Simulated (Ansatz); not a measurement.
# CS₂ (SMILES S=C=S): one structure at several levels

One table from this session's results is given with a row withheld; the runs are named, their logs left out.

Program: Ansatz 0.2.0, Gaussian basis. Level of theory: single points in def2-TZVPP. These are calculated values, not measurements.

Cores are frozen in the correlated methods.

## The starting structure

SMILES `S=C=S`, 3 atoms, charge 0, spin multiplicity 1.

Atoms are counted from 1 here; the program's logs count them from 0.

Bond lengths: S1–C2 1.547 Å, C2–S3 1.564 Å. Angles: S1–C2–S3 176.6°.

Geometry (Å):

```mol
CS2
  3D, bonds by distance, orders not assigned

  3  2  0  0  0  0  0  0  0  0999 V2000
    1.3596   -0.1512    0.7362 S   0  0
    0.0165   -0.0290   -0.0215 C   0  0
   -1.3658    0.1621   -0.7282 S   0  0
  1  2  8  0
  2  3  8  0
M  END
```

Set-up of the first run:

File run/in.yaml:

```yaml
crystal:
  periodic: [false, false, false]
  atoms:
    - {symbol: S, position_ang: [1.359598, -0.151218, 0.736206]}
    - {symbol: C, position_ang: [0.016465, -0.028977, -0.021460]}
    - {symbol: S, position_ang: [-1.365767, 0.162064, -0.728166]}
basis:
  gaussian: {orbitals: def2-TZVPP}
hamiltonian: {xc: pbe, dispersion: d4}
output: {forces: true}
```

Run with:

```
$ ansatz run in.yaml --threads 2 --pin off --events-out ev --progress --plain --max-ram 3481MiB
```

Among the steps run: PBE-D4/def2-TZVPP; r2SCAN-D4/def2-TZVPP; PBE0-D4/def2-TZVPP; wB97M-V/def2-TZVPP; CCSD(T)/def2-TZVPP.

One of the session's tables, all rows but one given; the rest of the session is left out.

| method | RMS force component (eV/Å) | angle to CCSD(T) forces (°) | dipole (D) |
| --- | --- | --- | --- |
| PBE-D4 | 0.376 | 5.5 | 0.10 |
| r2SCAN-D4 | 0.352 | 31.1 | 0.11 |
| PBE0-D4 | ? | ? | ? |
| wB97M-V | 0.389 | 50.7 | 0.13 |
| CCSD(T) | 0.365 | reference | 0.11 |

**Question.** Estimate the row for PBE0-D4.

The run gave: RMS force component (eV/Å): 0.387; angle to CCSD(T) forces (°): 47.5; dipole (D): 0.12. In the column «RMS force component (eV/Å)» it lies between PBE-D4 (0.376) and wB97M-V (0.389).
